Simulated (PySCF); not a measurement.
Stepwise substitution at one centre (Si F-H). Gas-phase values, no solvent. Strings in code marks are SMILES.

The HOMO–LUMO gap from two functionals at the same geometries (PBE0-D3(BJ)/def2-TZVP), both in PySCF: PBE-D3(BJ)/def2-TZVP and TPSSh-D3(BJ)/def2-TZVP. 

```csv
species,PBE-D3(BJ)/def2-TZVP (eV),TPSSh-D3(BJ)/def2-TZVP (eV)
0 of 4 F replaced by H,10.06,11.72
1 of 4 F replaced by H (`F[SiH](F)F`),9.70,11.16
2 of 4 F replaced by H (`F[SiH2]F`),7.80,9.23
4 of 4 F replaced by H,8.74,10.07
```

Over these rows, drawn at random from the members with no instability flagged (it was tested for open shells, ions and some series alone), PBE minus TPSSh-D3(BJ): mean -1.47 eV, from -1.66 eV to -1.33 eV.
